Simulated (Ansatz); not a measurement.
## Ansatz (development build ahead of 0.2.0) run

```yaml
crystal:
  periodic: [false, false, false]
  atoms:
    - { symbol: Li, position_ang: [0.0, 0.0, 0.88725] }
    - { symbol: O, position_ang: [0.0, 0.0, -0.88725] }
basis:
  gaussian: { orbitals: cc-pVDZ }
magnetization:
  initial_magnetization: 1
hamiltonian:
  xc: hf
correlation:
  method: ccsd_t
  frozen_orbitals: { Li: 0, O: 1 }
```

The input is written out in the form of the current development build from the run's settings. Correlation on restricted open-shell orbitals is semicanonical, with singles.

Results

```
Converged                       : yes
Reference energy                : -82.27871 hartree
CCSD correlation energy         : -0.16964 hartree
Triples correction              : -0.00274 hartree
Total energy                    : -82.45109 hartree
Spin squared of the determinant : 0.750
```
